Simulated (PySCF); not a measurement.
HNO.
Structure used (PBE0-D3(BJ)/def2-SVP), in Å, numbered top down from 1:
```xyz
3
HNO angstrom
N     -0.3447    0.2264   -0.1847
O     -0.2711   -0.7033    0.5528
H      0.6300    0.4416   -0.5722
```

Method: PBE0-D3(BJ)/def2-SVP geometry optimisation, gas phase (PySCF).

Take the most abundant isotopes and a rigid rotor. 

Task: Give the principal moments of inertia and the rotational constants in MHz.

Result: Ia = 0.91, Ib = 11.58, Ic = 12.49 u·Å²; 505379 MHz·u·Å²/I gives A = 554900, B = 43629, C = 40449 MHz.

Task: What kind of rotor is it?

Result: A near-prolate asymmetric top. Ray's parameter κ = (2B − A − C)/(A − C) = -0.988; −1 is the prolate and +1 the oblate limit.

Task: Where do the levels up to J = 2 lie, in MHz?

Result: Above 0(0,0):
J = 1: 1(0,1) 84078, 1(1,1) 595348, 1(1,0) 598529
J = 2: 2(0,2) 252219, 2(1,2) 760324, 2(1,1) 769865, 2(2,1) 2303676, 2(2,0) 2303691

Task: Predict some low-J microwave lines.

Result: The dipole components are |μa| = 1.01 D, |μb| = 1.36 D, |μc| = 0.00 D; the mirror of this Cs structure is the ab plane, so μc vanishes by symmetry and there are no c-type lines. Intensities carry the squares of the components, which stand as 0.56 : 1.00 (a : b). Some lines, for components of 0.1 D or more:

```csv
type,branch,"J(Ka,Kc)",MHz,lower level (cm⁻¹)
a,Q,"1(1,0) ← 1(1,1)",3180,19.859
a,R,"3(2,2) ← 2(2,1)",252233,76.842
a,R,"3(2,1) ← 2(2,0)",252293,76.843
a,R,"3(1,2) ← 2(1,1)",256995,25.680
a,R,"4(1,3) ← 3(1,2)",342642,34.252
b,Q,"4(2,2) ← 4(1,3)",1522930,45.682
b,Q,"3(2,1) ← 3(1,2)",1529125,34.252
b,Q,"2(2,0) ← 2(1,1)",1533827,25.680
b,R,"3(2,2) ← 2(1,1)",1786045,25.680
b,R,"4(2,3) ← 3(1,2)",1865350,34.252
b,Q,"3(3,1) ← 3(2,2)",2564313,85.256
```

No PBE0-D3(BJ)/def2-SVP frequencies stand behind this structure, so it isn't proved a minimum. Zero-point vibration and centrifugal distortion are left out. Quadrupole hyperfine structure (14N) is left out.
